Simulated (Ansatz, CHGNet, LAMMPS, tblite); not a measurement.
## How well does each level of theory give the c axis length of wurtzite ZnS (high-temperature phase)?

Reference value: 6.261 Å (measured, temperature not stated, no zero-point or thermal correction, our sources range from 6.234 to 6.261; as tabulated in Kisi, Elcombe, Acta Cryst. C 45, 1867 (1989), by the Crystallography Open …).

| level (code) | value (Å) | difference (%) |
|---|---|---|
| ionic model hamad2002 (shell model, LAMMPS) | 6.090 | -2.73 |
| GFN2-xTB (tblite) | 6.385 | +1.98 |
| CHGNet-r²SCAN | 6.240 | -0.34 |
| LDA (Ansatz) | 6.142 | -1.90 |
| PBE (Ansatz) | 6.305 | +0.70 |
| RPBE (Ansatz) | 6.380 | +1.90 |
| rVV10 (Ansatz) | 6.328 | +1.07 |
| r²SCAN (Ansatz) | 6.245 | -0.26 |
| r²SCAN-D4 (Ansatz) | 6.223 | -0.61 |
| r²SCAN+rVV10 (Ansatz) | 6.224 | -0.59 |
| B3LYP (VWN-RPA form) (Ansatz) | 6.366 | +1.68 |
| Hartree–Fock (Ansatz) | 6.456 | +3.11 |

The reference's temperature isn't stated, so close values are not ranked against it. Off by more than 1.75 %, or 2.45 % on the side where a correction would as a rule narrow the miss (bounds picked here): Hartree–Fock (+3.11 %), ionic model hamad2002 (-2.73 %), GFN2-xTB (+1.98 %), RPBE (+1.90 %).

The reference isn't brought to a static lattice, while the calculations are for one, so the differences are not the levels' errors alone.  GFN2-xTB: the method was fitted mainly to molecules. GFN2-xTB: the run uses a supercell at the zone centre in place of a k mesh. Cutoffs and k meshes differ between the levels. Ansatz's density-functional and Hartree–Fock values are scalar-relativistic unless marked +SOC, with PAW data made under PBE.

Empirical potentials (ionic model hamad2002) are fitted to chosen data: where that held the value shown, agreement is built in, and what lay outside the fit can be far off. Machine-learned potentials (CHGNet-r²SCAN) are trained on DFT data: a solid inside that data is no test of them.

Differences are worked out from the printed values.

Ansatz is a program for electronic structure.
